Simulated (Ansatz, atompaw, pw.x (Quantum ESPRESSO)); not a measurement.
## What a changed setting does to a pw.x run (diamond Si)

Potential: PAW, atompaw 4.2.0.5, LDA (PW92); core [Ne], reference 3s2 3p2; waves: 3s (bound): rc 2.00 bohr; 3s channel at 1.55 Ry: rc 1.40 bohr; 3p (bound): rc 2.00 bohr; 3p channel at 0.25 Ry: rc 2.00 bohr; 3d channel at 0.05 Ry: rc 2.00 bohr; local part: bessel scheme, radius 1.90 bohr; core correction: smooth core density matched at 1.00 bohr; augmentation: besselshape compensation charge, radius 1.75 bohr; PAW radius 2.00 bohr; waves and projectors: custom rrkj vanderbiltortho.

The reference run (k-mesh 9³, cutoffs 40/400 Ry, Fermi–Dirac 0.01 Ry, mixing_beta 0.4, conv_thr 1e-9, no spin) gives 0.24 GPa at 19.694 Å³/atom, where all-electron LAPW gives -0.03 GPa. This run, with its own iteration cap, changes smearing to mv.

```
&control
  calculation='scf', prefix='x', pseudo_dir='./', outdir='./tmp', tstress=.true., disk_io='none'
/
&system
  ibrav=0, nat=2, ntyp=1, ecutwfc=40, ecutrho=400, nbnd=11,
  occupations='smearing', smearing='mv', degauss=0.01
/
&electrons
  conv_thr=1e-09, mixing_beta=0.4, electron_maxstep=60
/
ATOMIC_SPECIES
Si 1.0 Si.UPF
CELL_PARAMETERS angstrom
  0.00000000 2.70050288 2.70050288
  2.70050288 0.00000000 2.70050288
  2.70050288 2.70050288 0.00000000
ATOMIC_POSITIONS crystal
Si 0.0000 0.0000 0.0000
Si 0.2500 0.2500 0.2500
K_POINTS automatic
9 9 9 0 0 0
```

```bash
pw.x < Si.scf.in > Si.scf.out
```

Q: How does the run end?

A: It converges in 7 iterations; the free energy moves by +2.3 meV/atom and the pressure by +0.05 GPa. This scheme is built to cancel the term in the square of the width that Fermi–Dirac smearing leaves in the F of a metal.

```
Message from routine setup:
     using ibrav=0 with symmetry is DISCOURAGED, use correct ibrav instead
     lattice parameter (alat)  =       7.2170  a.u.
     unit-cell volume          =     265.8034 (a.u.)^3
     number of electrons       =         8.00
     number of Kohn-Sham states=           11
     kinetic-energy cutoff     =      40.0000  Ry
     charge density cutoff     =     400.0000  Ry
     scf convergence threshold =      1.0E-09
     Exchange-correlation= SLA PW NOGX NOGC
     number of k points=    35  Marzari-Vanderbilt smearing, width (Ry)=  0.0100
     negative rho (up, down):  3.418E-02 0.000E+00
     iteration #  1     ecut=    40.00 Ry     beta= 0.40
     negative rho (up, down):  3.834E-02 0.000E+00
     total energy              =     -89.29715696 Ry
     estimated scf accuracy    <       0.06105131 Ry
     iteration #  2     ecut=    40.00 Ry     beta= 0.40
     negative rho (up, down):  4.284E-02 0.000E+00
     total energy              =     -89.29228776 Ry
     estimated scf accuracy    <       0.01527146 Ry
     iteration #  3     ecut=    40.00 Ry     beta= 0.40
     negative rho (up, down):  4.332E-02 0.000E+00
     total energy              =     -89.29312947 Ry
     estimated scf accuracy    <       0.00034913 Ry
     iteration #  4     ecut=    40.00 Ry     beta= 0.40
     negative rho (up, down):  4.339E-02 0.000E+00
     total energy              =     -89.29321223 Ry
     estimated scf accuracy    <       0.00000706 Ry
     iteration #  5     ecut=    40.00 Ry     beta= 0.40
     negative rho (up, down):  4.335E-02 0.000E+00
     total energy              =     -89.29319758 Ry
     estimated scf accuracy    <       0.00000040 Ry
     iteration #  6     ecut=    40.00 Ry     beta= 0.40
     negative rho (up, down):  4.334E-02 0.000E+00
     total energy              =     -89.29319943 Ry
     estimated scf accuracy    <       0.00000004 Ry
     iteration #  7     ecut=    40.00 Ry     beta= 0.40
     negative rho (up, down):  4.334E-02 0.000E+00
     the Fermi energy is     6.5500 ev
!    total energy              =     -89.29320052 Ry
     estimated scf accuracy    <          5.4E-11 Ry
     smearing contrib. (-TS)   =       0.00000480 Ry
     convergence has been achieved in   7 iterations
     negative rho (up, down):  4.334E-02 0.000E+00
          total   stress  (Ry/bohr**3)                   (kbar)     P=        2.85
     Message from routine punch:
     Nothing written, as per user request (disk_io='none')
```

The run took about 8.1 s on one core of a shared host (Intel(R) Xeon(R) Platinum 8488C, 192 threads, 1488 GiB, load 64).
